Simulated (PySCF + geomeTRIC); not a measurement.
All values below come from PBE0-D4/def2-SVP run with PySCF + geomeTRIC. fastk is a local helper that only speeds up exchange builds. No frequencies were computed at this level.

```python
import json, numpy as np
from pyscf import gto, dft
from fastk import lowrank_exchange
atoms = """
N      0.006907    -0.004392     0.274676
H      0.934717    -0.109996    -0.116904
H     -0.567648    -0.754479    -0.089431
H     -0.373976     0.868869    -0.068342
"""
def scf(charge, spin, dm0=None):
    mol = gto.M(atom=atoms, basis='def2-svp', ecp={}, charge=charge, spin=spin, verbose=3, max_memory=10080)
    mf = dft.KS(mol, xc='pbe0').density_fit(auxbasis="def2-universal-jkfit")
    mf.disp = 'd4'
    mf.grids.level = 3
    mf.conv_tol = 1e-8
    mf.max_cycle = 60
    mf.kernel(dm0)
    if not mf.converged:
        mf = mf.newton().run(mf.mo_coeff, mf.mo_occ).undo_soscf()
    return mf
mf = scf(0, 0)
from pyscf.geomopt.geometric_solver import kernel as optimize
path = []
done, mol = optimize(mf, maxsteps=80, assert_convergence=False, callback=lambda env: path.append((env["energy"], bool(env["g_scanner"].converged))))
res = dict(converged=bool(done and path[-1][1]), energy=path[-1][0], path=[e for e, c in path], xyz=mol.atom_coords(unit="Angstrom").tolist(), nao=mol.nao)
json.dump(res, open("result.json", "w"))
```

Output:

```
converged SCF energy = -56.4407736365621
Geometry optimization cycle 1
converged SCF energy = -56.440773636562
cycle 1: E = -56.4407736366  dE = -56.4408  norm(grad) = 0.0129378
Geometry optimization cycle 2
converged SCF energy = -56.4410438963647
cycle 2: E = -56.4410438964  dE = -0.00027026  norm(grad) = 0.0050673
Geometry optimization cycle 3
converged SCF energy = -56.4411015150761
cycle 3: E = -56.4411015151  dE = -5.76187e-05  norm(grad) = 0.000222177
Geometry optimization cycle 4
converged SCF energy = -56.4411016184523
cycle 4: E = -56.4411016185  dE = -1.03376e-07  norm(grad) = 2.91675e-05
<class 'geometric.internal.Distance'> : 3
<class 'geometric.internal.Angle'> : 3
<class 'geometric.internal.TranslationX'> : 1
<class 'geometric.internal.TranslationY'> : 1
<class 'geometric.internal.TranslationZ'> : 1
<class 'geometric.internal.RotationA'> : 1
<class 'geometric.internal.RotationB'> : 1
<class 'geometric.internal.RotationC'> : 1
Step    0 : Gradient = 6.469e-03/1.029e-02 (rms/max) Energy = -56.4407736366
Step    1 : Displace = 1.040e-02/1.694e-02 (rms/max) Trust = 1.000e-01 (=) Grad = 2.534e-03/4.228e-03 (rms/max) E (change) = -56.4410438964 (-2.703e-04) Quality = 1.417
Step    2 : Displace = 8.228e-03/1.266e-02 (rms/max) Trust = 1.414e-01 (+) Grad = 1.111e-04/1.280e-04 (rms/max) E (change) = -56.4411015151 (-5.762e-05) Quality = 0.980
Step    3 : Displace = 3.429e-04/3.444e-04 (rms/max) Trust = 2.000e-01 (+) Grad = 1.458e-05/1.572e-05 (rms/max) E (change) = -56.4411016185 (-1.034e-07) Quality = 0.952
Converged! =D
```

Cost: roughly 9 core-seconds.
